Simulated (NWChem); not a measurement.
## Atomisation of hydrogen fluoride (HF)

```
F
H 1 0.9323
```
Charge 0, spin multiplicity 1.

Everything below was run with NWChem. All single points use one geometry, from PBE/def2-SVP, a minimum by its harmonic frequencies.

Basis set: def2-TZVP. The atomisation energy is electronic alone: no zero-point, thermal, spin-orbit or counterpoise terms. No value is extrapolated to the basis-set limit. Free atoms are single determinants with multiplicities F 2, H 2.

B3LYP has NWChem's definition, with VWN1-RPA local correlation. The stability of the SCF solutions was not checked. Open-shell Hartree-Fock references start from PBE0 orbitals.

Question: One of these methods gave an atomisation energy of 94.6 kcal/mol. Which?
(A) HF
(B) B3LYP
(C) LDA (SVWN5)
(D) PBE

Answer: A, HF. The others give 159.7 (LDA (SVWN5)), 136.9 (B3LYP), 139.7 (PBE).
